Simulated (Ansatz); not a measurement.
Ansatz (a quantum-chemistry and plane-wave program) input file for ethane (C₂H₆), SMILES CC, PBE-D3(BJ)/def2-TZVP. 

Ansatz 0.2 input:
```yaml
crystal:
  periodic: [false, false, false]
  atoms:
    - {symbol: C, position_ang: [0.00000000, -0.00000000, -0.76343425]}
    - {symbol: C, position_ang: [-0.00000000, 0.00000000, 0.76343425]}
    - {symbol: H, position_ang: [-0.88235451, -0.50942761, -1.15965496]}
    - {symbol: H, position_ang: [0.88235451, -0.50942761, -1.15965496]}
    - {symbol: H, position_ang: [-0.00000000, 1.01885523, -1.15965495]}
    - {symbol: H, position_ang: [-0.88235451, 0.50942761, 1.15965496]}
    - {symbol: H, position_ang: [0.88235451, 0.50942761, 1.15965496]}
    - {symbol: H, position_ang: [0.00000000, -1.01885523, 1.15965495]}
basis:
  gaussian:
    orbitals: def2-TZVP
hamiltonian:
  xc: pbe
  dispersion: d3bj
relax: {f_tol: 0.002, max_steps: 200}
```

Log of the run:

```
WARN ansatz: RAYON_NUM_THREADS=1 ignored (pool sized by the plan → 1); use --threads N
Functional definition: PBE
integrals: 0.02 GiB planned
624 factors; their error is unknown
mean field: 0.21 GiB planned
mean field evaluation 1: about -2158.6805 eV, gradient 6.8e1 eV
mean field evaluation 2: about -2141.2409 eV, gradient 1.0e2 eV
mean field evaluation 4: about -2169.6072 eV, gradient 1.8e0 eV
mean field evaluation 8: about -2169.6113 eV, gradient 1.3e-2 eV
mean field evaluation 16: about -2169.5854 eV, gradient 5.6e-5 eV
mean field -2169.58535314 eV, -79.7307911300 hartree, gradient 3.6e-5 eV, S^2 0.000000; 0 other end points of the search recorded, 0 dependent functions left out
the calculation of the forces begins
reference -2169.58538829 eV, -79.7307924219 hartree; 9, 9 occupied and 89, 89 virtual orbitals, 624 factors
relax step   1: F+E_penalty+E_count = -2169.67528682 eV  Δ(F+E_penalty+E_count) = +0.000e0 eV  max|allowed force component| = 2.045e-1 eV/Å  Δτ_max = 0.0000 Å  (26 SCF iters, accepted)
these checks for a lower state are left out or cut short: starts, cluster_reference, orbital_swaps, neighbouring_geometries, increment
integrals: 0.02 GiB planned
624 factors; their error is unknown
mean field: 0.21 GiB planned
mean field -2169.58945771 eV, -79.7309419704 hartree, gradient 2.2e-5 eV, S^2 0.000000; 0 other end points of the search recorded, 0 dependent functions left out
the calculation of the forces begins
reference -2169.58949299 eV, -79.7309432668 hartree; 9, 9 occupied and 89, 89 virtual orbitals, 624 factors
relax step   2: F+E_penalty+E_count = -2169.67927034 eV  Δ(F+E_penalty+E_count) = -3.984e-3 eV  max|allowed force component| = 8.876e-2 eV/Å  Δτ_max = 0.0055 Å  (28 SCF iters, accepted)
these checks for a lower state are left out or cut short: starts, cluster_reference, orbital_swaps, neighbouring_geometries, increment
integrals: 0.02 GiB planned
624 factors; their error is unknown
mean field: 0.21 GiB planned
mean field evaluation 32: about -2169.5899 eV, gradient 2.2e-5 eV
mean field -2169.58993415 eV, -79.7309594792 hartree, gradient 2.2e-5 eV, S^2 0.000000; 0 other end points of the search recorded, 0 dependent functions left out
the calculation of the forces begins
reference -2169.58996949 eV, -79.7309607778 hartree; 9, 9 occupied and 89, 89 virtual orbitals, 624 factors
relax step   3: F+E_penalty+E_count = -2169.67969830 eV  Δ(F+E_penalty+E_count) = -4.280e-4 eV  max|allowed force component| = 1.884e-2 eV/Å  Δτ_max = 0.0023 Å  (28 SCF iters, accepted)
these checks for a lower state are left out or cut short: starts, cluster_reference, orbital_swaps, neighbouring_geometries, increment
integrals: 0.02 GiB planned
624 factors; their error is unknown
mean field: 0.21 GiB planned
mean field -2169.58993889 eV, -79.7309596532 hartree, gradient 2.2e-5 eV, S^2 0.000000; 0 other end points of the search recorded, 0 dependent functions left out
the calculation of the forces begins
reference -2169.58997423 eV, -79.7309609521 hartree; 9, 9 occupied and 89, 89 virtual orbitals, 624 factors
relax step   4: F+E_penalty+E_count = -2169.67970454 eV  Δ(F+E_penalty+E_count) = -6.238e-6 eV  max|allowed force component| = 8.957e-5 eV/Å  Δτ_max = 0.0003 Å  (28 SCF iters, accepted)
integrals: 0.02 GiB planned
624 factors; their error is unknown
mean field: 0.21 GiB planned
mean field evaluation 64: about -2169.5899 eV, gradient 4.5e-5 eV
mean field -2169.58993889 eV, -79.7309596532 hartree, gradient 2.2e-5 eV, S^2 0.000000; 1 other end points of the search recorded, 0 dependent functions left out
the calculation of the forces begins
reference -2169.58997423 eV, -79.7309609521 hartree; 9, 9 occupied and 89, 89 virtual orbitals, 624 factors
Total energy: -2169.67973988 eV, -79.7342597789 hartree
Atom 0 at     0.000000     0.000000    -0.763802 Å, force     0.000000     0.000001    -0.000026 eV/Å
Atom 1 at    -0.000000    -0.000000     0.763802 Å, force    -0.000000    -0.000001     0.000026 eV/Å
Atom 2 at    -0.886615    -0.511889    -1.165690 Å, force     0.000035     0.000020     0.000090 eV/Å
Atom 3 at     0.886615    -0.511889    -1.165690 Å, force    -0.000035     0.000020     0.000090 eV/Å
Atom 4 at     0.000000     1.023777    -1.165688 Å, force    -0.000000    -0.000040     0.000089 eV/Å
Atom 5 at    -0.886615     0.511889     1.165690 Å, force     0.000035    -0.000020    -0.000090 eV/Å
Atom 6 at     0.886615     0.511889     1.165690 Å, force    -0.000035    -0.000020    -0.000090 eV/Å
Atom 7 at     0.000000    -1.023777     1.165688 Å, force    -0.000000     0.000040    -0.000089 eV/Å
Dipole moment:     0.000000    -0.000000    -0.000000 e Å
```

Self-consistency was reached.
